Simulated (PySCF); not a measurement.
## A search over the determinants of BH

Unrestricted PBE0; PySCF, no relativity, basis sets B def2-SVPD, H def2-SVPD. Outer shells of the fragments: B 2s2 2p1; H 1s1.

Followed along the bond (rough minima from three points):

```tsv
2Ms+1	unpaired	⟨S²⟩ at the start	R at minimum (Å)	Te (eV)
1	none	0.00	1.25	0.00
3	σ ↑, π ↑	2.00	1.21	0.83
1	σ ↑, π ↓	1.01	1.22	1.50
```

Solutions found at the starting distance of 1.135 Å, counted from the lowest of them; the search is not exhaustive and high or unbound solutions are not listed, so other states can lie among these:

| 2Ms+1 | unpaired | term | E (eV) | ⟨S²⟩ | ⟨Lz²⟩ | μ (D) |
| --- | --- | --- | --- | --- | --- | --- |
| 1 | none | ¹Σ⁺ | 0.00 | 0.00 | 0.00 | 1.91 |
| 3 | σ ↑, π ↑ | ³Π | 0.74 | 2.00 | 1.00 | 0.22 |
| 1 | σ ↑, π ↓ | mixed | 1.44 | 1.01 | 1.00 | 0.40 |
| 3 | π ↑↑ | ³Σ⁻ | 3.84 | 2.09 | 0.00 | -0.82 |
| 1 | π ↑↓ | mixed | 4.42 | 1.00 | 2.01 | -0.89 |
| 1 | none | mixed | 5.56 | 0.00 | 2.00 | -0.88 |
| 3 | σ ↑↑ | ³Σ⁺ | 6.26 | 2.00 | 0.00 | 0.51 |

A term symbol is given only where ⟨S²⟩ and ⟨Lz²⟩ are close to those of a pure state; real π, δ and φ orbitals otherwise mix terms. A positive dipole means B(−)H(+).

Compare the gap between the two lowest followed solutions at the starting distance with the gap between their minima.

At PBE0 the second solution (triplet, unpaired electrons σ ↑, π ↑) lies +0.74 eV from the first (singlet, closed shell) at 1.135 Å and +0.83 eV at the minima; the two curves relax by different amounts, since their minima lie near 1.21 and 1.25 Å.

The measured ground state is X ¹Σ+ (Huber and Herzberg, Constants of Diatomic Molecules (1979)).

Counting both spins, an empty level lies below a filled one in some of these solutions, because spin and occupation are held.
